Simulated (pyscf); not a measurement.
`[F][Al]([F])[F]` + `[OH][SiH3]` -> `[OH][SiH2][F]` + `[F][AlH][F]` (four-centre exchange; singlet surface; Al–F, H–Si broken, F–Si, Al–H formed). Structures and frequencies: ωB97X-D3(BJ)/def2-SVP in PySCF. Energies in kcal/mol from the separated reactants.

```
level                   barrier  reaction energy
----------------------  -------  ---------------
ωB97X-D3(BJ)/def2-TZVP     -3.1             +2.6
r²SCAN/def2-TZVP           -2.5             +3.2
B3LYP-D3(BJ)/def2-TZVP      0.4             +2.6
M06-2X/def2-TZVP           -1.8             +1.9
ωB97M-D3(BJ)/def2-TZVP     -0.2             +2.2
HF/def2-TZVP               11.4             +2.5
```

On the reactant side the descent ends in an adduct with a Al–Si, Al–H contact, 16.4 kcal/mol under the separated species and 13.3 kcal/mol under the saddle at ωB97X-D3(BJ)/def2-TZVP. On the product side the descent ends in an adduct with a Al–F contact, 15.6 kcal/mol under the separated species and 9.9 kcal/mol under the saddle at ωB97X-D3(BJ)/def2-TZVP. At ωB97X-D3(BJ)/def2-TZVP, r²SCAN, M06-2X, ωB97M-D3(BJ) the saddle lies under the separated reactants, which points to a path from their complex (located at ωB97X-D3(BJ) alone). At ωB97X-D3(BJ)/def2-TZVP, r²SCAN, B3LYP-D3(BJ), M06-2X, ωB97M-D3(BJ) the saddle lies under the separated products, which points to a path from their complex (located at ωB97X-D3(BJ) alone), and parting the products costs more than the saddle. What is counted as formed (Al–H) is already present as a longer contact in the reactant adduct; forming that adduct is a step of its own. What is counted as broken (Al–F) persists as a longer contact in the product adduct; parting that adduct is a step of its own. One saddle was located; it need not be the lowest between these sides.
